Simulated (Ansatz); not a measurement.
System: rock-salt MgS. Method: PBEsol (Ansatz, a first-principles code, PAW).

Settings: plane-wave cutoff 520 eV, 12×12×12 k mesh, perturbation theory, scalar-relativistic PAW data made under PBE.

Computed at the level's own relaxed cell.

Predict the TO(Γ) frequency, static dielectric constant, zone-centre LO phonon frequency and Born effective charge (magnitude).


- TO(Γ) frequency: 243 cm⁻¹
- static dielectric constant: 14.8
- zone-centre LO phonon frequency: 397 cm⁻¹
- Born effective charge (magnitude): 2.31 e

Measured, for comparison: zone-centre TO phonon frequency 240 cm⁻¹ (temperature not stated, no zero-point or thermal correction; as tabulated in Chmeruk and Núñez-Valdez (2023), arXiv:2212.11645). Computed (rounded) less measured: zone-centre TO phonon frequency +1 %.

The result took around 3 core-minutes (rough).
